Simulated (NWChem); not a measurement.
System: CH₃O, doublet; SMILES C[O]

Parts of the log:

```
             Northwest Computational Chemistry Package (NWChem) 7.3.0
             --------------------------------------------------------

                             Geometry "geometry" -> ""
                             -------------------------

 Output coordinates in angstroms (scale by  1.889725989 to convert to a.u.)

  No.       Tag          Charge          X              Y              Z
 ---- ---------------- ---------- -------------- -------------- --------------
    1 C                    6.0000    -0.00683700    -0.56557900     0.03817500
    2 O                    8.0000    -0.01184700     0.76874300    -0.12585300
    3 H                    1.0000     0.57960700    -1.14446700    -0.72720500
    4 H                    1.0000     0.54723100    -0.75596600     1.00756900
    5 H                    1.0000    -1.01465500    -1.03595500     0.20508500

 Effective nuclear repulsion energy (a.u.)      34.4116563064

                                 NWChem DFT Module
                                 -----------------

 Summary of "ao basis" -> "ao basis" (spherical)
 ------------------------------------------------------------------------------
       Tag                 Description            Shells   Functions and Types
 ---------------- ------------------------------  ------  ---------------------
 C                          def2-svp                 6       14   3s2p1d
 O                          def2-svp                 6       14   3s2p1d
 H                          def2-svp                 3        5   2s1p

 in cosmo_initialize ...
 calling solv_data for solv:toluene

 solvent parameters
 solvname_short: toluene
 solvname_long:  toluene
 dielec:        2.3741
 dielecinf:     2.2383
 nonaqueous SMD model solvent descriptors
 dielec:        2.3741
 sola:          0.0000
 solb:          0.1400
 solc:          0.8570
 solg:         40.2000
 solh:          0.0000
 soln:          1.4961

          ---------------
          -cosmo- solvent
          ---------------
 Cosmo: York-Karplus, doi: 10.1021/jp992097l
 dielectric constant -eps-     =   2.37
 screen = (eps-1)/(eps    )    =   0.57879
 surface charge correction     = lagrangian

   van der Waals surface
 --------------------------

 ---------- ATOMIC COORDINATES (A.U.) ------------ VDWR(ANG.) --
     1   -0.01292006   -1.06878933    0.07214029     1.850
     2   -0.02238758    1.45271363   -0.23782768     2.294
     3    1.09529841   -2.16272903   -1.37421819     1.200
     4    1.03411664   -1.42856860    1.90402932     1.200
     5   -1.91741992   -1.95767109    0.38755445     1.200
 number of segments per atom =        128
 number of   points per atom =        128
 atom (   nspa,  nppa )
 ----------------------
    1 (     39,     0 )       0
    2 (    103,     0 )       0
    3 (     55,     0 )       0
    4 (     50,     0 )       0
    5 (     54,     0 )       0
 number of -cosmo- surface points =      301
 molecular surface =     78.965 angstrom**2
 molecular volume  =     63.554 angstrom**3
 -lineq- algorithm             =   0
 -bem- low  level              =   3
 -bem- from -octahedral-
 gaussian surface charge width =   4.50000
 degree of switching           =   1.00000
 switching function tolerance  =   0.00010
 atomic radii =
 --------------
    1  6.000  1.850
    2  8.000  2.294
    3  1.000  1.200
    4  1.000  1.200
    5  1.000  1.200
 ...... end of -cosmo- initialization ......

 nat:                     5
 ixmem:                  1509
 calling mnsol_interface()
 G(SMD-CDS) energy (kcal/mol)  =    -0.572
 SMD-CDS SASA (angstrom**2)    =    80.264

            General Information
            -------------------
          SCF calculation type: DFT
          Wavefunction type:  spin polarized.
          No. of atoms     :     5
          No. of electrons :    17
           Alpha electrons :     9
            Beta electrons :     8
          Charge           :     0
          Spin multiplicity:     2
          Use of symmetry is: off; symmetry adaption is: off
          Maximum number of iterations: 150
          AO basis - number of functions:    43
                     number of shells:    21
          Convergence on energy requested:  1.00D-06
          Convergence on density requested:  1.00D-05
          Convergence on gradient requested:  5.00D-04

[...]

                                COSMO-SMD solvation results
                                ---------------------------

             internal energy in gas <Psi(g)|H|Psi(g)> =      -114.962524245834
         internal energy in solvent <Psi(s)|H|Psi(s)> =      -114.962313454048
                               delta internal energy  =         0.000210791786 (    0.13 kcal/mol)
   total free energy in solvent <Psi(s)|H+V/2|Psi(s)> =      -114.964927759677
 polarization energy contribution <Psi(s)|V/2|Psi(s)> =        -0.002614305629 (   -1.64 kcal/mol)
    total free energy in solvent including G(SMD-CDS) =      -114.965838690571
                       G(SMD-CDS) energy contribution =        -0.000910930895 (   -0.57 kcal/mol)
     1 M fixed-concentration free energy of solvation =        -0.003314444738 (   -2.08 kcal/mol)

                    DFT Final Alpha Molecular Orbital Analysis
                    ------------------------------------------

 Vector    7  Occ=1.000000D+00  E=-4.358950D-01
              MO Center= -6.1D-03,  4.5D-01, -7.9D-02, r^2= 1.2D+00
   Bfn.  Coefficient  Atom+Function         Bfn.  Coefficient  Atom+Function
  ----- ------------  ---------------      ----- ------------  ---------------
    19      0.518831  2 O  py                 5     -0.362610  1 C  py
    22      0.291487  2 O  py                17      0.252903  2 O  s
    16      0.160205  2 O  s                 29      0.095352  3 H  s
    39      0.095412  5 H  s                  8     -0.087680  1 C  py
    34      0.088056  4 H  s                 15      0.084189  2 O  s

 Vector    8  Occ=1.000000D+00  E=-3.194938D-01
              MO Center=  8.0D-02,  7.0D-02,  1.1D-01, r^2= 1.6D+00
   Bfn.  Coefficient  Atom+Function         Bfn.  Coefficient  Atom+Function
  ----- ------------  ---------------      ----- ------------  ---------------
    20      0.465015  2 O  pz                23      0.328735  2 O  pz
    34     -0.325516  4 H  s                 18      0.274404  2 O  px
     6     -0.225367  1 C  pz                21      0.194100  2 O  px
    35     -0.183998  4 H  s                 29      0.143912  3 H  s
    39      0.143690  5 H  s                  4     -0.134547  1 C  px

 Vector    9  Occ=1.000000D+00  E=-2.801694D-01
              MO Center= -5.4D-02,  2.6D-01, -1.4D-01, r^2= 1.5D+00
   Bfn.  Coefficient  Atom+Function         Bfn.  Coefficient  Atom+Function
  ----- ------------  ---------------      ----- ------------  ---------------
    18      0.505668  2 O  px                21      0.368299  2 O  px
    20     -0.295457  2 O  pz                29     -0.232871  3 H  s
    39      0.232951  5 H  s                 23     -0.215195  2 O  pz
    30     -0.169914  3 H  s                 40      0.170005  5 H  s
     4     -0.163204  1 C  px                 6      0.095364  1 C  pz

 Vector   10  Occ=0.000000D+00  E= 7.014255D-02
              MO Center=  1.3D-01, -1.1D+00,  3.3D-01, r^2= 4.1D+00
   Bfn.  Coefficient  Atom+Function         Bfn.  Coefficient  Atom+Function
  ----- ------------  ---------------      ----- ------------  ---------------
     3      2.271868  1 C  s                 35     -1.295335  4 H  s
    30     -1.108277  3 H  s                 40     -1.108292  5 H  s
     8     -0.591205  1 C  py                 2      0.256982  1 C  s
     9      0.242613  1 C  pz                 5     -0.179736  1 C  py
     1     -0.136842  1 C  s                  7      0.101746  1 C  px

 Vector   11  Occ=0.000000D+00  E= 1.199323D-01
              MO Center=  1.8D-01, -9.0D-01,  4.0D-01, r^2= 3.5D+00
   Bfn.  Coefficient  Atom+Function         Bfn.  Coefficient  Atom+Function
  ----- ------------  ---------------      ----- ------------  ---------------
    35      1.549920  4 H  s                 30     -0.978173  3 H  s
    40     -0.978024  5 H  s                  9     -0.951190  1 C  pz
     7     -0.559081  1 C  px                 3      0.468895  1 C  s
     6     -0.367140  1 C  pz                 4     -0.217143  1 C  px
    17     -0.200923  2 O  s                 23      0.139422  2 O  pz

 Vector   12  Occ=0.000000D+00  E= 1.355262D-01
              MO Center= -2.7D-01, -1.2D+00, -3.3D-01, r^2= 3.6D+00
   Bfn.  Coefficient  Atom+Function         Bfn.  Coefficient  Atom+Function
  ----- ------------  ---------------      ----- ------------  ---------------
    30      1.595924  3 H  s                 40     -1.596105  5 H  s
     7     -1.030978  1 C  px                 9      0.602815  1 C  pz
     4     -0.375441  1 C  px                 6      0.219569  1 C  pz
    21      0.185005  2 O  px                23     -0.108178  2 O  pz
    18      0.091648  2 O  px                 8      0.070297  1 C  py

                     DFT Final Beta Molecular Orbital Analysis
                     -----------------------------------------

 Vector    6  Occ=1.000000D+00  E=-4.279864D-01
              MO Center=  6.8D-02, -4.9D-01,  1.6D-01, r^2= 1.4D+00
   Bfn.  Coefficient  Atom+Function         Bfn.  Coefficient  Atom+Function
  ----- ------------  ---------------      ----- ------------  ---------------
     6      0.363620  1 C  pz                34      0.298677  4 H  s
     4      0.220921  1 C  px                20      0.173592  2 O  pz
     9      0.162738  1 C  pz                29     -0.161264  3 H  s
    39     -0.160993  5 H  s                  5      0.125366  1 C  py
    23      0.112166  2 O  pz                35      0.107315  4 H  s

[...]
```

Level: B3LYP/def2-SVP, spin-unrestricted, SMD on the gas-phase geometry. The radical's symmetric form is orbitally degenerate, so geometry and low modes hang on which distorted state is reached. Geometry: optimised at PBE-D3(BJ)/def2-SVP, spin-unrestricted. No stability test was run on the SCF state. Solvent: toluene.

Question: Which NWChem input produces such a log?

Answer: One answer among several that fit: the input that was run:
```
start job
memory heap 200 mb stack 900 mb global 1100 mb
geometry units angstroms noautosym nocenter noautoz
  C     -0.006837    -0.565579     0.038175
  O     -0.011847     0.768743    -0.125853
  H      0.579607    -1.144467    -0.727205
  H      0.547231    -0.755966     1.007569
  H     -1.014655    -1.035955     0.205085
end
basis spherical
  C library def2-svp
  O library def2-svp
  H library def2-svp
end
dft
  odft
  mult 2
  xc b3lyp
  iterations 150
end
cosmo
  do_cosmo_smd true
  solvent toluene
end
task dft energy
```
